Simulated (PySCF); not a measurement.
Molecule (SMILES): N#[N+][O-].
Geometry (B3LYP-D3(BJ)/def2-TZVP, fixed):
```xyz
3

N      0.0000     0.0000    -1.1943
N      0.0000     0.0000    -0.0734
O      0.0000     0.0000     1.1093
```
Charge 0, spin multiplicity 1.

Basis-set convergence of the mean static polarisability at HF with PySCF. All functions are spherical. Density fitting with generated auxiliary sets. No added dispersion term, no relativity. Reference: the value in d-aug-cc-pVTZ, 18.50 bohr³, itself unsure by roughly 0.2 % (its mean distance from aug-pcseg-3, aug-cc-pVQZ, aug-pcseg-2). Deviations are taken from unrounded values. Cost is core time over that of cc-pVQZ, rough, on shared machines of one kind; a dash marks a row that isn't timed (too short, read off another run, short of memory, by another algorithm or on other hardware).

| basis | functions | mean static polarisability (bohr³) | minus reference (%) | cost |
|---|---|---|---|---|
| STO-3G | 15 | 7.46 | -59.7 | - |
| 3-21G | 27 | 11.27 | -39.1 | - |
| pcseg-0 | 27 | 12.70 | -31.4 | - |
| 6-31G** | 42 | 13.88 | -25.0 | - |
| 6-311G** | 54 | 14.01 | -24.3 | - |
| def2-SVPD | 63 | 17.81 | -3.7 | - |
| aug-cc-pVDZ | 69 | 18.04 | -2.5 | - |
| aug-pcseg-1 | 69 | 18.60 | 0.5 | - |
| Sadlej pVTZ | 72 | 18.31 | -1.0 | - |
| d-aug-cc-pVDZ | 96 | 18.46 | -0.2 | 0.2× |
| cc-pVQZ | 165 | 17.00 | -8.1 | 1× |
| def2-QZVPP | 171 | 17.37 | -6.1 | 1× |
| aug-pcseg-3 | 255 | 18.47 | -0.1 | 5× |
